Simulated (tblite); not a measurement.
Species: C4H5N.
SMILES: `c1c[nH]cc1`

Structure optimised with GFN2-xTB, isolated species.

Take the most abundant isotopes and a rigid rotor. 

(1) Give the principal moments of inertia and the rotational constants in MHz.

(2) What kind of rotor is it?

(3) Is it planar, by Δ = Ic − Ia − Ib?

(4) Give the coordinates in the principal-axis frame, origin at the centre of mass.

(5) Where do the levels up to J = 3 lie, in K?

(6) Estimate the classical rotational partition function at 25 K, 50 K and 298.15 K.

## Answers

(1) Ia = 53.86, Ib = 55.40, Ic = 109.26 u·Å²; 505379 MHz·u·Å²/I gives A = 9383, B = 9122, C = 4625 MHz.

(2) An asymmetric top. Ray's parameter κ = (2B − A − C)/(A − C) = 0.890; −1 is the prolate and +1 the oblate limit.

(3) Planar: Δ = Ic − Ia − Ib = 0.00 u·Å². For a rigid frame Δ = −2 Σ m c², so it vanishes when all atoms lie in the ab plane; here none is more than 0.01 Å from it.

(4) The sense of each axis is arbitrary; atoms in the order of the calculation.
| atom | mass (u) | a (Å) | b (Å) | c (Å) |
| --- | --- | --- | --- | --- |
| C1 | 12.000 | 0.974 | -0.708 | 0.000 |
| C2 | 12.000 | 0.980 | 0.701 | 0.000 |
| C3 | 12.000 | -0.325 | 1.110 | 0.000 |
| N4 | 14.003 | -1.115 | 0.004 | 0.000 |
| C5 | 12.000 | -0.333 | -1.107 | 0.000 |
| H6 | 1.008 | 1.834 | -1.348 | 0.000 |
| H7 | 1.008 | 1.845 | 1.334 | 0.000 |
| H8 | 1.008 | -0.745 | 2.096 | 0.001 |
| H9 | 1.008 | -2.121 | 0.008 | -0.001 |
| H10 | 1.008 | -0.761 | -2.091 | 0.000 |

(5) Above 0(0,0), as E/k:
J = 1: 1(0,1) 0.660, 1(1,1) 0.672, 1(1,0) 0.888
J = 2: 2(0,2) 1.775, 2(1,2) 1.776, 2(1,1) 2.423, 2(2,1) 2.461, 2(2,0) 2.665
J = 3: 3(0,3) 3.330, 3(1,3) 3.330, 3(1,2) 4.438, 3(2,2) 4.440, 3(2,1) 5.069, 3(3,1) 5.144, 3(3,0) 5.331
The levels of one J sum to (2J + 1)J(J + 1)(A + B + C)/3.

(6) Point group C2v, symmetry number σ = 2; q = (√π/σ)·√((kT/h)³/(ABC)), k/h = 20836.6 MHz/K: 530 at 25 K, 1500 at 50 K, 21800 at 298.15 K.

Its GFN2-xTB frequencies are all real (lowest 530 cm⁻¹). These are rigid-rotor constants of the computed structure; measured ground-state constants (B0) also hold zero-point vibration.
